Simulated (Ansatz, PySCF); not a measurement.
System: BF2 (charge 0, doublet). It need not be the lowest isomer of its formula. 
Coordinates optimised at B3LYP-D3(BJ)/def2-TZVP (Ansatz, a program for electronic structure):
```xyz
3

B     -0.0027     0.5023    -0.0114
F      1.1429    -0.1332     0.0106
F     -1.1414    -0.1458    -0.0043
```
Charge 0, spin multiplicity 2.

Total electronic energies in hartree. Cores are frozen in the correlated levels unless marked. Open shells are spin-unrestricted. No spin-orbit coupling. No relativistic terms. Basis-set limits of correlation are two-point, X^-3; Hartree-Fock from the larger set.

| level | program | energy (Eh) |
|---|---|---|
| HF/cc-pwCVTZ | Ansatz | -223.70879 |
| HF/def2-TZVPD | PySCF | -223.72034 |
| RI-HF/cc-pVTZ | Ansatz | -223.70709 |
| RI-HF/cc-pVQZ | Ansatz | -223.72589 |
| BLYP-D4/def2-TZVPD | Ansatz + dftd4 | ? |
| revPBE-D3(BJ)/def2-TZVPD | Ansatz + dftd3 | -224.59874 |
| BP86-D3(BJ)/def2-TZVPD | PySCF + dftd3 | -224.66435 |
| BP86-D4/def2-TZVPD | PySCF + dftd4 | -224.66434 |
| TPSS-D4/def2-TZVPD | PySCF + dftd4 | -224.69087 |
| r2SCAN-D3(BJ)/def2-TZVPD | Ansatz + dftd3 | ? |
| B3LYP-D3(BJ)/def2-TZVPD | Ansatz + dftd3 | -224.67799 |
| PBE0/def2-TZVPD | Ansatz | -224.44673 |
| TPSSh/def2-TZVPD | PySCF | -224.66676 |
| MP2/cc-pVTZ | Ansatz | -224.27802 |
| CCSD(T)/CBS(cc-pVTZ,cc-pVQZ) | Ansatz | -224.4050 |

### Question
What belongs in the gaps?

### Answer

- BLYP-D4/def2-TZVPD, energy (Eh): -224.65535
- r2SCAN-D3(BJ)/def2-TZVPD, energy (Eh): -224.57769
